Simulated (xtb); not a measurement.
# GFN2-xTB run of C5H11N (cyclopentylamine)

We compute a geometry optimisation of C5H11N (cyclopentylamine). 

The results are computed with xtb 6.7.1 later snapshot.

4 further runs of the same task are left out: 4 set aside as unsound or not needed.

### 1 Starting point

C5H11N: 17 atoms, total charge 0, spin state singlet. As SMILES, `NC1CCCC1`. All atoms were displaced at random from a relaxed shape. The run starts from this shape.

Some bond lengths: N1–C2 1.496 Å, C2–C3 1.547 Å, C3–C4 1.440 Å, C4–C5 1.681 Å, C2–C6 1.471 Å, C5–C6 1.524 Å, N1–H7 0.906 Å, N1–H8 1.040 Å, C2–H9 0.926 Å, C3–H10 1.136 Å, C3–H11 1.251 Å, C4–H12 1.085 Å, C4–H13 1.133 Å, C5–H14 1.097 Å, C5–H15 0.971 Å, C6–H16 1.202 Å. Some angles: N1–C2–C3 113.3°, N1–C2–C6 114.9°, C3–C2–C6 98.5°, C2–C3–C4 103.7°, C3–C4–C5 106.8°, C4–C5–C6 96.7°, C2–C6–C5 110.9°, N1–C2–H9 106.3°, C3–C2–H9 116.1°, C6–C2–H9 107.9°.

### 2 A geometry optimisation at GFN2-xTB

Contents of xcontrol:

```
$chrg 0
$spin 0
$end
```

Contents of struc.xyz:

```xyz
17

N      0.17899000    -2.02573000     1.03835000
C      0.31957000    -0.57759000     0.68917000
C      0.73216000    -0.34088000    -0.78247000
C      0.55274000     1.07675000    -0.96292000
C     -0.76288000     1.52428000    -0.01685000
C     -0.93977000     0.18321000     0.68606000
H      0.92195000    -2.52648000     1.17122000
H     -0.48393000    -2.52658000     0.41320000
H      0.87348000    -0.20816000     1.33239000
H      0.33649000    -1.16097000    -1.46236000
H      1.95847000    -0.58580000    -0.81770000
H      1.37805000     1.74449000    -0.73932000
H      0.32152000     1.30923000    -2.04742000
H     -1.60025000     1.74294000    -0.69127000
H     -0.37844000     2.23356000     0.52298000
H     -1.82290000    -0.42615000     0.14385000
H     -1.38718000     0.44538000     1.57755000
```

Launch:

```bash
$ xtb struc.xyz --opt normal --input xcontrol --gfn 2 > xtb.out
```

Q: Predict the results. Wanted: total energy at the end; dipole moment; HOMO energy; LUMO energy; HOMO–LUMO gap; dispersion energy; mean polarisability.

Computed results:

Level: GFN2-xTB.

| quantity | value |
| --- | --- |
| total energy at the end | -19.23621 Eh |
| dipole moment | 1.39 D |
| HOMO energy | -9.87 eV |
| LUMO energy | 0.95 eV |
| HOMO–LUMO gap | 10.82 eV |
| dispersion energy | -26.79 kJ/mol |
| mean polarisability (D4 model) | 67.3 bohr³ |

At the final geometry: Some bond lengths: N1–C2 1.448 Å, C2–C3 1.539 Å, C3–C4 1.531 Å, C4–C5 1.543 Å, C2–C6 1.530 Å, C5–C6 1.531 Å, N1–H7 1.014 Å, N1–H8 1.016 Å, C2–H9 1.096 Å, C3–H10 1.093 Å, C3–H11 1.090 Å, C4–H12 1.090 Å, C4–H13 1.090 Å, C5–H14 1.089 Å, C5–H15 1.090 Å, C6–H16 1.092 Å. Some angles: N1–C2–C3 116.6°, N1–C2–C6 112.0°, C3–C2–C6 102.1°, C2–C3–C4 104.3°, C3–C4–C5 106.0°, C4–C5–C6 106.0°, C2–C6–C5 104.5°, N1–C2–H9 107.1°, C3–C2–H9 109.3°, C6–C2–H9 109.5°. The optimisation took 10 steps and changed the energy by -2.717 eV.
